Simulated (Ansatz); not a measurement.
**C–N–GeH, triplet: the ladder up to UCCSDT(Q)**

Geometry: that of the C–N–GeH, singlet, kept fixed.

```yaml
atoms:
  - { symbol: C, position_ang: [0.0000, -0.0254, 2.4120] }
  - { symbol: N, position_ang: [0.0000, 0.1047, 1.2433] }
  - { symbol: Ge, position_ang: [0.0000, -0.0375, -0.6273] }
  - { symbol: H, position_ang: [0.0000, 1.5464, -0.8081] }
```

Basis cc-pVDZ; Ansatz 0.2.0. Only valence electrons are correlated (noble-gas cores and the filled d shells of p-block atoms frozen), which leaves 14 electrons in 44 orbitals. R marks a restricted (for open shells ROHF) determinant, U an unrestricted one. No spin–orbit coupling is included, and no scalar relativity.

Full CI isn't at hand for all of this; UCCSDT(Q) serves as the reference, and is uncertain by about the last step of the cluster series.

The UHF ⟨S²⟩ is 2.023, the T1 diagnostic (RCCSD) is 0.0264 and the largest doubles amplitude (RCCSD) is 0.071. The T1 diagnostic (UCCSD) is 0.0220.

Q: From what is known of these methods and the diagnostics, rank them by the size of their error in total energy against UCCSDT(Q) in cc-pVDZ, smallest first (an estimate: the text doesn't fix the numbers).
A. UCCSD(T)
B. UMP2
C. UHF
D. UCCSD
E. UCCSDT

A: E (3.5 kJ/mol), A (6.0 kJ/mol), D (44.8 kJ/mol), B (107.5 kJ/mol), C (951.8 kJ/mol).

All errors are against UCCSDT(Q) in cc-pVDZ. Within each family the higher level lies nearer, as is usual though not guaranteed.
